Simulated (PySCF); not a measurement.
Start geometry of `CC=C1C=C1` from GFN2-xTB (Å):
```
atom  x, y, z in Å
C1    -1.726    0.150   -0.378
C2    -0.619   -0.456    0.434
C3     0.648   -0.167    0.265
C4     1.733    0.538   -0.399
C5     2.062   -0.292    0.576
H6    -1.328    0.848   -1.110
H7    -2.285   -0.625   -0.904
H8    -2.424    0.683    0.268
H9    -0.915   -1.165    1.195
H10    2.041    1.229   -1.147
H11    2.818   -0.742    1.173
```

What comes out of this run: PBE0-D3(BJ)/def2-SVP geometry optimisation, gas phase in PySCF 2.14.0?

```
atom  x, y, z in Å
C1    -1.8186    0.2483   -0.5425
C2    -0.7056   -0.3479    0.2627
C3     0.5837   -0.0591    0.0916
C4     1.6594    0.6423   -0.5687
C5     1.9835   -0.1887    0.4054
H6    -1.4338    0.9575   -1.2912
H7    -2.3968   -0.5214   -1.0832
H8    -2.5402    0.7947    0.0898
H9    -0.9654   -1.0696    1.0439
H10    1.9935    1.3490   -1.3252
H11    2.7682   -0.6414    1.0081
```

The energy falls by 0.063 eV over 4 energy and gradient evaluations, the largest force component goes from 0.0376 to 3.4e-04 Eh/bohr, and the atoms move by 0.026 Å rms after alignment. Among the bonds, C4–H10 and C5–H11 change most and about equally (+0.024 to +0.025 Å). Bonds longer at the end by more than 0.005 Å: 7 of 11; shorter: 2. Among the angles that change most is C3–C2–H9, from 120.0° to 117.7°. Rotational constants go from 18257, 3296, 2841 to 18226, 3256, 2811 MHz. The orientation of the end geometry is arbitrary; only internal coordinates are fixed.

The run used 100 basis functions and 25 SCF cycles in all.

Stationary, but not proved a minimum.
